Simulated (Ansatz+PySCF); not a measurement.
Values are calculated unless marked as measured or tabulated.
## PySCF 2.14.0 run

```python
from pyscf import gto, scf, cc

mol = gto.M(atom="""
Li 0.000000 0.000000 0.000000
Cl 1.329270 1.772360 3.837270
""", basis='sto-3g', charge=0, spin=2)
mf = scf.UHF(mol)
mf.kernel()
mycc = cc.CCSD(mf, frozen=5).run()
et = mycc.ccsd_t()
print(mf.e_tot, mycc.e_corr, et, mycc.e_tot + et)
```

The script is written out from the run's settings.

Results

| Item | Value |
| --- | --- |
| Converged | yes |
| Reference energy | -461.85821 hartree |
| CCSD correlation energy | -0.00036 hartree |
| Triples correction | 0.00000 hartree |
| Total energy | -461.85857 hartree |
| Spin squared of the determinant | 2.000 |
